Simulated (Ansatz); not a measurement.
**Molecular dynamics of C4H7NO**

Input file:

```yaml
crystal:
  periodic: [false, false, false]
  atoms:
    - { symbol: C, position_ang: [1.619401, -0.674253, 0.218234] }
    - { symbol: C, position_ang: [0.196188, -0.038637, 0.515919] }
    - { symbol: "N", position_ang: [-0.052377, 0.716241, 1.650795] }
    - { symbol: C, position_ang: [-0.811054, 0.015401, -0.575547] }
    - { symbol: C, position_ang: [-2.073966, 0.827809, -0.298243] }
    - { symbol: O, position_ang: [-0.640328, -0.642184, -1.668031] }
    - { symbol: H, position_ang: [1.568228, -1.740052, -0.020388] }
    - { symbol: H, position_ang: [2.320024, -0.59858, 1.010396] }
    - { symbol: H, position_ang: [2.016126, -0.227025, -0.677399] }
    - { symbol: H, position_ang: [0.808811, 0.686337, 2.213335] }
    - { symbol: H, position_ang: [-2.618945, 0.519704, 0.611327] }
    - { symbol: H, position_ang: [-1.782666, 1.880145, -0.238661] }
    - { symbol: H, position_ang: [-2.71308, 0.76284, -1.216634] }
magnetization:
  spin_polarized: true
basis:
  gaussian: { orbitals: STO-3G }
hamiltonian:
  xc: hf
md:
  timestep: 0.5
  n_steps: 266
  ensemble: nve
  temperature: 1000.0
  initial_velocities: maxwell_boltzmann
  seed: 639850
```

Command:

```bash
$ ansatz run input.yaml --threads 1 --pin off --max-ram 2048MiB --backend cpu --events-out ev --progress --plain --runs-dir out
```

It goes on from the last frame of an earlier run, with new velocities.

Output, in part (one step line in 9, the closing report, with atoms numbered from 0):

```
md step     0: t =     0.00 fs  T =  1000.0 K  F+E_penalty+E_count = -7653.18996575 eV  E_kin = 1.421860 eV  conserved = -7651.76810576 eV  (243 SCF iters)
md step     9: t =     4.50 fs  T =   456.6 K  F+E_penalty+E_count = -7652.41344623 eV  E_kin = 0.649154 eV  conserved = -7651.76429256 eV  (77 SCF iters)
md step    18: t =     9.00 fs  T =   853.0 K  F+E_penalty+E_count = -7652.98104931 eV  E_kin = 1.212827 eV  conserved = -7651.76822247 eV  (38 SCF iters)
md step    27: t =    13.50 fs  T =   479.7 K  F+E_penalty+E_count = -7652.44767074 eV  E_kin = 0.682133 eV  conserved = -7651.76553733 eV  (42 SCF iters)
md step    36: t =    18.00 fs  T =   569.1 K  F+E_penalty+E_count = -7652.57667166 eV  E_kin = 0.809127 eV  conserved = -7651.76754460 eV  (47 SCF iters)
md step    45: t =    22.50 fs  T =   504.6 K  F+E_penalty+E_count = -7652.48343516 eV  E_kin = 0.717473 eV  conserved = -7651.76596261 eV  (45 SCF iters)
md step    54: t =    27.00 fs  T =   613.2 K  F+E_penalty+E_count = -7652.63934327 eV  E_kin = 0.871855 eV  conserved = -7651.76748803 eV  (41 SCF iters)
md step    63: t =    31.50 fs  T =   711.5 K  F+E_penalty+E_count = -7652.77936985 eV  E_kin = 1.011647 eV  conserved = -7651.76772246 eV  (40 SCF iters)
md step    72: t =    36.00 fs  T =   612.4 K  F+E_penalty+E_count = -7652.63791233 eV  E_kin = 0.870750 eV  conserved = -7651.76716198 eV  (42 SCF iters)
md step    81: t =    40.50 fs  T =   742.4 K  F+E_penalty+E_count = -7652.82323886 eV  E_kin = 1.055568 eV  conserved = -7651.76767064 eV  (42 SCF iters)
md step    90: t =    45.00 fs  T =   639.2 K  F+E_penalty+E_count = -7652.67639328 eV  E_kin = 0.908873 eV  conserved = -7651.76752018 eV  (42 SCF iters)
md step    99: t =    49.50 fs  T =   600.1 K  F+E_penalty+E_count = -7652.62056581 eV  E_kin = 0.853213 eV  conserved = -7651.76735248 eV  (47 SCF iters)
md step   108: t =    54.00 fs  T =   663.8 K  F+E_penalty+E_count = -7652.71213504 eV  E_kin = 0.943858 eV  conserved = -7651.76827741 eV  (46 SCF iters)
md step   117: t =    58.50 fs  T =   537.2 K  F+E_penalty+E_count = -7652.53062844 eV  E_kin = 0.763815 eV  conserved = -7651.76681303 eV  (43 SCF iters)
md step   126: t =    63.00 fs  T =   740.6 K  F+E_penalty+E_count = -7652.82129431 eV  E_kin = 1.053000 eV  conserved = -7651.76829401 eV  (44 SCF iters)
md step   135: t =    67.50 fs  T =   463.2 K  F+E_penalty+E_count = -7652.42474385 eV  E_kin = 0.658553 eV  conserved = -7651.76619130 eV  (43 SCF iters)
md step   144: t =    72.00 fs  T =   726.3 K  F+E_penalty+E_count = -7652.80080058 eV  E_kin = 1.032759 eV  conserved = -7651.76804174 eV  (42 SCF iters)
md step   153: t =    76.50 fs  T =   493.5 K  F+E_penalty+E_count = -7652.46753486 eV  E_kin = 0.701694 eV  conserved = -7651.76584099 eV  (47 SCF iters)
md step   162: t =    81.00 fs  T =   639.4 K  F+E_penalty+E_count = -7652.67638165 eV  E_kin = 0.909182 eV  conserved = -7651.76719916 eV  (36 SCF iters)
md step   171: t =    85.50 fs  T =   605.5 K  F+E_penalty+E_count = -7652.62628776 eV  E_kin = 0.860913 eV  conserved = -7651.76537488 eV  (45 SCF iters)
md step   180: t =    90.00 fs  T =   855.3 K  F+E_penalty+E_count = -7652.98300895 eV  E_kin = 1.216132 eV  conserved = -7651.76687732 eV  (43 SCF iters)
md step   189: t =    94.50 fs  T =   649.7 K  F+E_penalty+E_count = -7652.68952513 eV  E_kin = 0.923842 eV  conserved = -7651.76568292 eV  (43 SCF iters)
md step   198: t =    99.00 fs  T =   575.3 K  F+E_penalty+E_count = -7652.58328413 eV  E_kin = 0.817929 eV  conserved = -7651.76535517 eV  (43 SCF iters)
md step   207: t =   103.50 fs  T =   708.4 K  F+E_penalty+E_count = -7652.77387023 eV  E_kin = 1.007297 eV  conserved = -7651.76657347 eV  (44 SCF iters)
md step   216: t =   108.00 fs  T =   377.8 K  F+E_penalty+E_count = -7652.30162001 eV  E_kin = 0.537171 eV  conserved = -7651.76444915 eV  (47 SCF iters)
md step   225: t =   112.50 fs  T =   575.3 K  F+E_penalty+E_count = -7652.58440878 eV  E_kin = 0.817954 eV  conserved = -7651.76645489 eV  (41 SCF iters)
md step   234: t =   117.00 fs  T =   552.7 K  F+E_penalty+E_count = -7652.55132758 eV  E_kin = 0.785801 eV  conserved = -7651.76552676 eV  (42 SCF iters)
md step   243: t =   121.50 fs  T =   729.1 K  F+E_penalty+E_count = -7652.80366888 eV  E_kin = 1.036654 eV  conserved = -7651.76701520 eV  (42 SCF iters)
md step   252: t =   126.00 fs  T =   662.7 K  F+E_penalty+E_count = -7652.70840066 eV  E_kin = 0.942200 eV  conserved = -7651.76620065 eV  (45 SCF iters)
md step   261: t =   130.50 fs  T =   803.2 K  F+E_penalty+E_count = -7652.90929647 eV  E_kin = 1.142091 eV  conserved = -7651.76720540 eV  (46 SCF iters)
md step   266: t =   133.00 fs  T =   814.3 K  F+E_penalty+E_count = -7652.92487304 eV  E_kin = 1.157777 eV  conserved = -7651.76709599 eV  (196 SCF iters)
Total energy: -7652.92487304 eV, -281.2398017454 hartree
Atom 0 at     1.602174    -0.748383     0.234119 Å, force    -0.456669    -0.493778     0.456483 eV/Å
Atom 1 at     0.265575     0.030898     0.436839 Å, force     1.261503     0.709389     1.603040 eV/Å
Atom 2 at    -0.055860     0.764781     1.570375 Å, force     2.793952     0.120258     1.282921 eV/Å
Atom 3 at    -0.811528     0.001916    -0.509897 Å, force    -0.630948    -0.241934    -0.561539 eV/Å
Atom 4 at    -2.110604     0.770054    -0.279434 Å, force    -1.096146     1.662048     0.692021 eV/Å
Atom 5 at    -0.631424    -0.603766    -1.646240 Å, force     0.034948    -0.829106    -1.386009 eV/Å
Atom 6 at     1.957834    -1.185091     1.181368 Å, force    -1.010880    -0.327126    -0.465130 eV/Å
Atom 7 at     2.511819    -0.247048    -0.087458 Å, force    -0.717919     1.120490    -0.609103 eV/Å
Atom 8 at     1.360629    -1.504239    -0.513917 Å, force     0.496329    -0.263850     0.412248 eV/Å
Atom 9 at     0.879177     0.810645     2.155380 Å, force    -2.005533    -0.143328    -0.918158 eV/Å
Atom 10 at    -2.839582     0.659269    -1.106135 Å, force     1.136830     0.341700     0.346314 eV/Å
Atom 11 at    -2.667717     0.546911     0.618571 Å, force     0.233461    -1.307013     0.383775 eV/Å
Atom 12 at    -1.875890     1.822277    -0.047565 Å, force    -0.038927    -0.347751    -1.236863 eV/Å
Dipole moment:     0.279634    -0.020793     0.162722 e Å
```

All steps were run. The conserved energy stayed within 0.36 meV per atom of its start (net change 0.078 meV per atom), so the integration is sound. A run of 0.13 ps of so small a system gives no equilibrium averages. Limits of this set-up: minimal basis.

The same pairs are bonded in the first frame and the last. Pairs count as bonded within 1.25 times the sum of covalent radii (0.12 Å more for H–H).

Last frame:

```xyz
13
Properties=species:S:1:pos:R:3
C 1.602 -0.748 0.234
C 0.266 0.031 0.437
N -0.056 0.765 1.570
C -0.811 0.002 -0.510
C -2.111 0.770 -0.279
O -0.631 -0.604 -1.646
H 1.958 -1.185 1.181
H 2.512 -0.247 -0.087
H 1.361 -1.504 -0.514
H 0.879 0.811 2.155
H -2.840 0.659 -1.106
H -2.668 0.547 0.619
H -1.876 1.822 -0.048
```

The run took 3.9 min on 1 thread of Arm Neoverse V2, with other jobs on the host, peak memory 0.1 GiB.
